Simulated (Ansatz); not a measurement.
Input file:

```yaml
crystal:
  periodic: [false, false, false]
  atoms:
    - {symbol: P, position_ang: [0.000000, 0.000000, -1.820400]}
    - {symbol: B, position_ang: [0.000000, 0.000000, -0.059200]}
    - {symbol: Si, position_ang: [0.000000, 0.000000, 1.879600]}
basis:
  gaussian: {orbitals: "6-31G*"}
magnetization: {spin_polarized: false}
correlation: {method: ccsd_t, frozen_orbitals: {P: 20}}
output: {forces: true}
```

```sh
$ ansatz run in.yaml --threads 1 --pin off --events-out ev --progress --plain --max-ram 2393MiB
```

Q: One thing in this input was set wrong on purpose, beside settings that are merely unusual. What is the gravest fault, and what does the program do?

A: Wrong frozen-orbital counts. How the run ends: refused.
```
Error: "frozen_orbitals" has no count for B
```
